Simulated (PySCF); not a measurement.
## A series of derivatives of monofluorosilane

Parent skeleton `[F:1][SiH3:2]`; one hydrogen on atom 2 is replaced by X. Hydrogens on one atom are averaged.

Calculated, not measured (PySCF): geometry: PBE0-D3(BJ)/def2-SVP, shielding tensors at PBE0/pcSseg-1 (GIAO). Averaged over atoms made equivalent by symmetry, fast rotation or ring inversion, a single conformation, isolated molecule, relativity neglected.

δ = σ(ref) − σ, references computed at the same level: ¹⁹F (σ = 177.25 ppm) against CFCl3; TMS for ²⁹Si (σ = 351.99 ppm), ¹H (σ = 31.27 ppm).

Parent (X = H): F1 -242.9, Si2 -10.7, H(Si2) 5.13 ppm. Effects are Δδ = δ(X) − δ(H), positive for deshielding.

(1) Order these by the shift of F1, most shielded first.
A. X = SCH3
B. X = CH2SiH3
C. X = vinyl
D. X = OCHO

(2) Order these by the shift of Si2, most shielded first.
A. X = COOH
B. X = vinyl
C. X = OCHO
D. X = CH2SiH3

(3) Order these by the shift of H(Si2), most shielded first.
A. X = SCH3
B. X = COOH
C. X = vinyl

Answers

(1) B (+29.1 ppm), C (+35.9 ppm), A (+53.9 ppm), D (+56.0 ppm).

(2) A (-19.6 ppm), C (+1.0 ppm), B (+12.7 ppm), D (+19.7 ppm).

(3) B (-0.16 ppm), C (-0.02 ppm), A (+0.28 ppm).

Unscaled 19F shifts against computed CFCl3 carry errors that often reach 10 to 50 ppm.
